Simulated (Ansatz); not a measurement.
A nudged elastic band was laid between two geometries of BH$_{6}$N (8 atoms, charge 0, multiplicity 1).

All numbers below come from RKS B3LYP/def2-SVP (Ansatz 0.2.0).

```yaml
movable_images: 7
climbing_image: yes
spring: 5.0 eV/Å²
optimiser: quadratic models (default)
start_path: through a guess of the saddle point
force_threshold: 0.05 eV/Å
iteration_limit: 60
end_points: relaxed
```

Initial state:

```xyz
8
Properties=species:S:1:pos:R:3
B 0.035 -0.121 0.159
H 0.242 0.640 1.094
H 0.936 -0.131 -0.668
H -1.076 0.004 -0.334
N 0.043 -1.634 0.824
H -0.133 -2.351 0.117
H 0.945 -1.844 1.260
H -0.677 -1.726 1.545
```

Final state:

```xyz
8
Properties=species:S:1:pos:R:3
B 0.153 -0.597 -0.861
H -0.449 -0.317 3.462
H 1.153 0.013 -1.154
H -0.898 -0.404 -1.424
N 0.213 -1.549 0.154
H -0.583 -2.106 0.443
H 1.063 -1.771 0.660
H -0.336 -0.433 2.718
```

Task: What changes between the two ends?

Result: Bonds broken: B1–H2, N5–H8. Bonds formed: H2–H8. BH6N becomes BH4N + H2.

Task: Give the energies along the band, and the barrier.

Result: The forces met the threshold. The highest image is number 3 of 0 to 8, 38.4 kcal/mol above the first end and 39.4 kcal/mol above the last; the last end lies 1.0 kcal/mol below the first. Neighbouring images differ by up to 1.3 eV, so the band resolves the path poorly. A vibrational analysis at the climbing image gives one clearly imaginary mode, 1374i cm⁻¹: a first-order saddle point. The orbitals stay closed-shell, which can raise the energy where a bond breaks towards radicals; this wasn't checked here.

| image | path coordinate (Å) | energy (kcal/mol) | B1–H2 (Å) | N5–H8 (Å) | H2–H8 (Å) |
| --- | --- | --- | --- | --- | --- |
| 0 | 0.00 | 0.0 | 1.22 | 1.02 | 2.58 |
| 1 | 0.73 | 1.4 | 1.22 | 1.02 | 2.38 |
| 2 | 1.47 | 8.6 | 1.24 | 1.02 | 1.81 |
| 3 | 2.20 | 38.4 | 1.39 | 1.39 | 1.00 |
| 4 | 2.99 | 10.3 | 2.09 | 2.16 | 0.76 |
| 5 | 3.78 | 1.1 | 2.84 | 2.70 | 0.76 |
| 6 | 4.57 | -0.4 | 3.57 | 2.96 | 0.76 |
| 7 | 5.36 | -0.8 | 4.02 | 2.91 | 0.76 |
| 8 | 6.15 | -1.0 | 4.37 | 2.85 | 0.76 |

Task: What is the geometry of the highest image?

Result: 
```xyz
8
Properties=species:S:1:pos:R:3
B 0.017 -0.355 0.096
H -0.275 0.331 1.266
H 1.061 0.146 -0.251
H -0.977 -0.178 -0.569
N 0.145 -1.791 0.734
H -0.573 -2.470 0.502
H 1.070 -2.207 0.762
H -0.152 -0.639 1.457
```

The run took 95 s on 1 thread of Arm Neoverse V2, with other jobs on the host, peak memory 0.1 GiB.
